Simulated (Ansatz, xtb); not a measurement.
System: dimethylether, C2H6O (charge 0, singlet). SMILES: O(C)C
Structure (B3LYP-D3(BJ)/def2-TZVP (Ansatz, a quantum-chemistry and plane-wave program) minimum search):
```xyz
9

C      0.0048     1.1709    -0.2006
O      0.0068     0.0028     0.5882
C     -0.0092    -1.1727    -0.1892
H      0.0177     2.0231     0.4773
H      0.8882     1.2176    -0.8515
H     -0.8928     1.2283    -0.8310
H     -0.0065    -2.0184     0.4970
H     -0.9074    -1.2256    -0.8191
H      0.8735    -1.2363    -0.8396
```

Harmonic wavenumbers from GFN2-xTB (xtb, at its own minimum), cm⁻¹: 209, 247, 413, 959, 1078, 1122, 1130, 1152, 1227, 1406, 1411, 1468, 1473, 1488, 1495, 2888, 2889, 2910, 2916, 3032, 3033.

Give the harmonic wavenumbers at B3LYP-D3(BJ)/def2-TZVP (Ansatz, finite differences of forces, unscaled).

211, 245, 413, 941, 1119, 1162, 1193, 1195, 1268, 1461, 1482, 1489, 1490, 1497, 1515, 2962, 2974, 3005, 3010, 3112, 3114 cm⁻¹. Zero-point energy 49.8 kcal/mol.

From these and the geometry, give the ideal-gas thermochemistry at 298.15 K and 1 atm (rigid rotor, harmonic oscillator).

Point group C2v, rotational symmetry number 2. Rotational constants 39.43, 10.01, 8.88 GHz. S(trans) 37.41, S(rot) 20.67, S(vib) 5.13, S(elec, spin only) 0.00, S 63.2 cal/(mol K). H(298) - H(0) 3.31 kcal/mol; G - E(el) 34.3 kcal/mol. Tabulated S at 1 bar: 63.7 cal/(mol K) (CRC Handbook, as tabulated in the package chemicals); it can hold hindered rotation or other conformers, which this model lacks.
